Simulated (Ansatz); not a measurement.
# Li2 (singlet): wave-function methods side by side, 6-31G

Aim: climb from Hartree-Fock through coupled cluster for Li2 (singlet) at one geometry and basis, and see what each rung misses.

Program: Ansatz 0.2.0, Gaussian basis. Level of theory: 6-31G, core rule «outside noble gas», up to 2 orbitals frozen. These are calculated values, not measurements.

Plan: UHF; CCSD(T) on RHF; CCSD(T) on UHF; BCCD(T) on RHF; Full CI.

53 further runs of the same task are left out: 6 for a known fault of the program, 3 that didn't finish, 44 set aside as unsound or not needed.

## Step 1: The geometry

The geometry is an MP2(full)/6-31G* stationary point (not a proven minimum).

2 atoms, charge 0, spin multiplicity 1.

Atoms are counted from 1 here; the program's logs count them from 0.

No contacts short enough for the rule that draws bonds.

## Step 2: UHF

Input file in.yaml:

```yaml
crystal:
  periodic: [false, false, false]
  atoms:
    - {symbol: Li, position_ang: [0.000000, 0.000000, 0.000000]}
    - {symbol: Li, position_ang: [0.000000, 0.000000, 2.773060]}
basis:
  gaussian: {orbitals: 6-31G}
magnetization: {spin_polarized: true, initial_magnetization: 0}
hamiltonian: {xc: hf}
output: {orbitals: {seedname: orbitals}}
```

Run with:

```sh
ansatz run in.yaml --threads 1 --pin off --events-out ev --progress --plain --max-ram 2502MiB
```

The runs that follow: CCSD(T) on RHF; CCSD(T) on UHF; BCCD(T) on RHF; Full CI.

**Question.** What will the summary of the whole plan be? Wanted: FCI below the RHF energy; RMP2 from FCI; RCCSD from FCI; RCCSD(T) from FCI; T1 diagnostic; effectively unpaired electrons.

**Answer**, as computed:

```
                         quantity                     value
         FCI below the RHF energy                -0.7288 eV
                    RMP2 from FCI            +7.08 kcal/mol
                   RCCSD from FCI             0.00 kcal/mol
                RCCSD(T) from FCI             0.00 kcal/mol
levels within 1 kcal/mol (43 meV)  RCCSD, RCCSD(T), BCCD(T)
                    T1 diagnostic                     0.021
   effectively unpaired electrons                      0.14
```

In words: RCCSD(T) misses by 0.00 kcal/mol, 0.0 % of the correlation energy. One determinant dominates. These misses are within one basis, not against nature. With two correlated electrons CCSD is exact in the basis.
